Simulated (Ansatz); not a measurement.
**C₃H₅P, singlet: CASSCF and its corrections**

Calculated in Ansatz's Gaussian-basis code. Basis cc-pVTZ on C/H, cc-pV(T+d)Z on P, nonrelativistic, 8 orbitals frozen in the corrections. State-specific CASSCF; RHF is the lowest restricted (open-shell) Hartree–Fock solution met. On stretched bonds single-reference methods can fail or change state. Solutions may break the symmetry of the shape. Lower solutions, or ones in other orbitals, may exist.

Geometry:

```xyz
9

C     0.0000   -2.2294   -0.7645
C     0.0000   -0.8835   -0.7610
C     0.0000   -0.0901    0.4517
P     0.0000    1.6016    0.4301
H     0.0000   -2.7974    0.1619
H     0.0000   -2.7965   -1.6893
H     0.0000   -0.3467   -1.7097
H     0.0000   -0.6462    1.3895
H     0.0000    1.7810    1.8387
```

(1) What do CASSCF and its corrections give against RHF in CAS(4,4), and what are the occupations?

(2) How do single-reference totals in the same basis and frozen core stand against SC-NEVPT2 in CAS(4,4)?

(3) Roughly how much CPU time does a whole run from the default start take (median of such runs, summed over threads; nearly all runs on one pinned thread of a shared server, mostly Xeon at 2.3 to 2.6 GHz, by a development driver)?

Answers

(1) CASSCF -1.477 eV, SC-NEVPT2 -17.389 eV; occupations 1.93, 1.85, 0.15, 0.07.

(2) CCSD(T) -1.902 eV. Coupled cluster stands on the determinant that it favours, which can lie over the RHF solution above, and is in doubt where the occupations are far from 0, 1 and 2.

(3) CAS(4,4): about 2.1 min. Other jobs ran beside these, and the count of passes differs.
